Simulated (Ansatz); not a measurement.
# BHF2 (SMILES FBF) at B2PLYP/def2-TZVPP

Aim: the vertical ionisation energy of BHF2 at B2PLYP/def2-TZVPP, from 2 runs. 

The calculation is run with Ansatz 0.2.0.

46 further runs of the same task are left out: 46 set aside as unsound or not needed.

### 1 The system as given

The species is BHF2 (4 atoms), meant as a singlet with charge 0. SMILES: `FBF`. The coordinates come from a PBE0-D4/def2-TZVP relaxation.

Bond lengths: F1–B2 1.313 Å, B2–F3 1.313 Å, B2–H4 1.191 Å. Angles: F1–B2–F3 118.1°, F1–B2–H4 121.0°, F3–B2–H4 121.0°.

### 2 A single-point energy at B2PLYP/def2-TZVPP

Contents of in.yaml:

```yaml
crystal:
  periodic: [false, false, false]
  atoms:
    - {symbol: F, position_ang: [1.154300, 0.456900, -0.361900]}
    - {symbol: B, position_ang: [-0.001900, -0.031000, 0.025200]}
    - {symbol: F, position_ang: [-1.095400, 0.528700, -0.438900]}
    - {symbol: H, position_ang: [-0.057000, -0.954600, 0.775600]}
basis:
  gaussian:
    orbitals: def2-TZVPP
output: {orbitals: {seedname: orbitals}}
accuracy: high
correlation:
  frozen_orbitals: {B: 1, F: 1, H: 0}
magnetization:
  spin_polarized: false
  initial_magnetization: 0
hamiltonian:
  xc: {name: B2PLYP}
```

Run with:

```
$ ansatz run in.yaml --threads 1 --pin off --max-ram 3480MiB --events-out events.jsonl --progress --plain --runs-dir runs
```

Standard output:

```text
Warning: RAYON_NUM_THREADS=1 ignored (pool sized by the plan → 1); use --threads N
Functional definition: B2PLYP
  name "B2PLYP"
  parameter a = 0.53
  parameter c = 0.27
  exchange = (1 - a)*b88_x + a*exact_x
  correlation = (1 - c)*lyp_c + c*(mp2_os + mp2_ss)
1729 factors; integrals over basis functions are off by at most 3.4e-9 eV
mean field evaluation 1: about -6121.8050 eV, gradient 3.5e1 eV
mean field evaluation 2: about -6121.8040 eV, gradient 3.5e1 eV
mean field evaluation 4: about -6123.4572 eV, gradient 9.6e-1 eV
mean field evaluation 8: about -6123.4603 eV, gradient 6.1e-3 eV
mean field evaluation 16: about -6123.4603 eV, gradient 4.8e-7 eV
mean field -6123.46026527 eV, -225.0330141182 hartree, gradient 6.5e-9 eV, S^2 0.000000; 0 other end points of the search recorded, 0 dependent functions left out
3 core orbitals not correlated: weight in the atoms' cores, before any rotation towards them, 1.000 or more for the frozen orbitals, at most 0.000 for the correlated occupied ones
reference -6123.46028556 eV, -225.0330148640 hartree; 9, 9 occupied and 95, 95 virtual orbitals, 1729 factors
second order -19.17564095 eV of doubles, -0.00000000 eV of singles
Total energy: -6128.63770862 eV, -225.2232816519 hartree
```

Wall time 6.9 s (1 thread of Intel Xeon Platinum 8175M at 2.50GHz (Skylake/Cascade Lake), shared host); peak memory 0.26 GiB.

### 3 The doublet cation, same level

Contents of input.yaml:

```yaml
crystal:
  periodic: [false, false, false]
  atoms:
    - {symbol: F, position_ang: [1.154300, 0.456900, -0.361900]}
    - {symbol: B, position_ang: [-0.001900, -0.031000, 0.025200]}
    - {symbol: F, position_ang: [-1.095400, 0.528700, -0.438900]}
    - {symbol: H, position_ang: [-0.057000, -0.954600, 0.775600]}
basis:
  gaussian: {orbitals: def2-TZVPP}
output: {orbitals: {seedname: orbitals}}
correlation: {frozen_orbitals: {B: 1, F: 1, H: 0}}
magnetization: {spin_polarized: true, initial_magnetization: 1}
accuracy: high
total_charge: 1
hamiltonian: {xc: {name: B2PLYP}}
```

Run with:

```
$ ansatz run input.yaml --threads 1 --pin off --max-ram 3480MiB --events-out events.jsonl --progress --plain --runs-dir runs
```

Standard output, shortened:

```text
Warning: RAYON_NUM_THREADS=1 ignored (pool sized by the plan → 1); use --threads N
[... 2 set-up lines as earlier in the session ...]
[...]
1729 factors; integrals over basis functions are off by at most 3.4e-9 eV
[...]
mean field -6109.26435437 eV, -224.5113240151 hartree, gradient 5.9e-8 eV, S^2 0.762227; 4 other end points of the search recorded, 0 dependent functions left out
3 core orbitals not correlated: weight in the atoms' cores, before any rotation towards them, 1.000 or more for the frozen orbitals, at most 0.000 for the correlated occupied ones
reference -6109.26437168 eV, -224.5113246512 hartree; 9, 8 occupied and 95, 96 virtual orbitals, 1729 factors
second order -19.44550257 eV of doubles, -0.00000000 eV of singles
Total energy: -6114.51465738 eV, -224.7042690917 hartree
```

Run time: 20 s. Hardware: 1 thread of Intel Xeon Platinum 8175M at 2.50GHz (Skylake/Cascade Lake), shared host; peak memory 0.41 GiB.

### 4 Outcome

At B2PLYP/def2-TZVPP, 3 core orbitals frozen:

| quantity | value |
| --- | --- |
| singlet BHF2: total energy | -225.22328 Eh |
| singlet BHF2: HOMO energy (SCF part's orbitals) | -12.57 eV |
| singlet BHF2: LUMO energy (SCF part's orbitals) | 0.94 eV |
| singlet BHF2: HOMO–LUMO gap (SCF part's orbitals) | 13.51 eV |
| doublet cation: total energy | -224.70427 Eh |
| doublet cation: HOMO energy (SCF part's orbitals) (highest over α and β) | -21.98 eV |
| doublet cation: LUMO energy (SCF part's orbitals) (lowest over α and β) | -15.81 eV |
| doublet cation: ⟨S²⟩ | 0.762 |
| vertical ionisation energy (to the doublet cation) | 14.123 eV |

What this shows: The vertical ionisation energy comes to 14.12 eV (326 kcal/mol). −ε(HOMO) before ionisation, 12.57 eV, is 1.56 eV below this ionisation energy.
